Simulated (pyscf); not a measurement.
CH₄ + [O=Re(=O)=O]• -> H₃C–Re(=O)(=O)=O + H•, a substitution at C (doublet surface; C–H broken, C–Re formed). Single points on ωB97X-D3(BJ)/def2-SVP structures (PySCF, gas phase). Energies in kcal/mol from the separated reactants.

Small-basis levels: PySCF, no dispersion term, spherical d functions. AM1 to PM7: differences of heats of formation from MOPAC, which are fitted to 298 K values and so differ in kind from electronic energies by zero-point and thermal terms. GFN2-xTB: tblite. Open shells are spin-unrestricted. 

```csv
level,barrier,reaction energy
BP86/6-31G*+LANL2DZ,36.9,+29.9
M06-2X/6-31G*+LANL2DZ,[?],+33.7
PBE/def2-SVP,33.6,+24.1
B3LYP/def2-SVP,42.0,+31.4
GFN2-xTB,[?],+39.5
PM6,47.8,+39.7
PM7,38.7,+14.0
ωB97M-D3(BJ)/def2-TZVP,[?],+31.2
```

**Question.** Some entries are withheld; supply them.

**Answer.** 
- M06-2X/6-31G*+LANL2DZ, barrier: 46.1
- GFN2-xTB, barrier: 46.2
- ωB97M-D3(BJ)/def2-TZVP, barrier: 46.2

Against the last row the barrier runs from -12.6 (PBE/def2-SVP) to +1.6 kcal/mol (PM6). ωB97M-D3(BJ)/def2-TZVP has limits of its own. One saddle was located; it need not be the lowest between these sides. The angle at the attacked C is 180°. Open-shell species with a d-block atom are single-reference here; other states, and whether the spin sits on metal or ligand, were not checked. In the def2 sets elements past Kr carry core potentials, without spin-orbit coupling.
